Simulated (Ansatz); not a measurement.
## GeH⁺, singlet: stretch scan

Starting geometry (PBE0/def2-TZVP stationary point for this spin):

```xyz
2

Ge    0.0000    0.0000    0.0000
H     0.0000    0.0000    1.5886
```

From there H2 moves along the line of the two atoms named below, all else staying in place; atoms are numbered as listed. Energies are in eV, counted from the starting geometry at the same level. Kohn–Sham curves are unrestricted where that lies lower.

Basis cc-pVQZ; Ansatz 0.2.0. Correlated methods freeze the noble-gas cores and the filled d shells of p-block atoms. R marks a restricted (for open shells ROHF) determinant. No spin–orbit coupling is included, and no scalar relativity.

Unrestricted Kohn–Sham rows aren't spin-pure: their determinants' ⟨S²⟩ exceeds S(S+1) by up to 1.00, so they mix in states of higher spin.

Full CI is exact within this basis and frozen core; it isn't the basis-set limit.

| distance Ge1-H2 (Å) | full CI | curve A | curve B | curve C | curve D |
| --- | --- | --- | --- | --- | --- |
| 1.252 | 1.408 | 1.343 | 1.407 | 1.400 | 1.442 |
| 1.434 | 0.218 | 0.182 | 0.217 | 0.214 | 0.250 |
| 1.589 | 0.000 | 0.000 | 0.000 | 0.000 | 0.000 |
| 1.749 | 0.155 | 0.209 | 0.156 | 0.161 | 0.113 |
| 1.912 | 0.504 | 0.634 | 0.507 | 0.518 | 0.421 |
| 2.144 | 1.109 | 1.392 | 1.115 | 1.139 | 0.990 |
| 2.601 | 2.155 | 2.917 | 2.166 | 2.235 | 2.106 |
| 2.959 | 2.655 | 3.939 | 2.657 | 2.784 | 2.635 |
| 3.431 | 2.960 | 4.990 | 2.925 | 3.148 | 2.901 |
| 4.317 | 3.093 | 6.210 | 2.957 | 3.337 | 3.013 |
| 5.290 | 3.110 | 6.847 | 2.901 | 3.369 | 3.031 |

Question: The curves come from BLYP, RCCSD, RCCSD(T), RHF. Compare each with full CI and say which is which.

Answer: A: RHF, B: RCCSD(T), C: RCCSD, D: BLYP. Spread of the error against full CI, over the points where both stand: A 3.802, B 0.219, C 0.267, D 0.152 eV. RCCSD(T) turns over: its perturbative term grows as the gap closes, and it ends 0.209 eV too low at 5.290 Å. RHF keeps both spins in the same orbitals, so it can't give open-shell fragments and ends 3.737 eV too high at 5.290 Å. The program flagged some runs of RCCSD(T), RCCSD as in doubt.

Functionals correlate the shells that the reference freezes, so part of their error here is the reference's.
